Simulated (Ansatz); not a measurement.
Results of PBE0 (PAW; Ansatz, a first-principles code) for hexagonal-diamond Si (model structure).

Run with plane-wave cutoff 500 eV, 6×6×4 k mesh (along the axes of the cell as run), gaussian smearing 0.02 eV, scalar-relativistic PAW data made under PBE.

Cell (relaxed with r²SCAN):

Space group P6₃/mmc (No. 194); a = b = 3.8317 Å, c = 6.3422 Å, α = β = 90.00°, γ = 120.00°

```
atom  site  symmetry       x       y       z
----  ----  --------  ------  ------  ------
Si      4f       3m.  0.3333  0.6667  0.0631
```

Predict the band gap.


band gap: 1.63 eV (on the SCF k mesh)

Note: the relaxation could raise the start's symmetry but not lower it, so the cell can be a saddle point; cell and atoms aren't relaxed at this level (pressure -0.4 GPa).

The computed numbers hold no vibrational or temperature effects.

It cost about 70 core-seconds (a rough figure) of CPU time.

A model structure was made by putting elements into a prototype or built by hand; it is no filed structure, need not be a known phase, and can be a saddle point held by its symmetry.
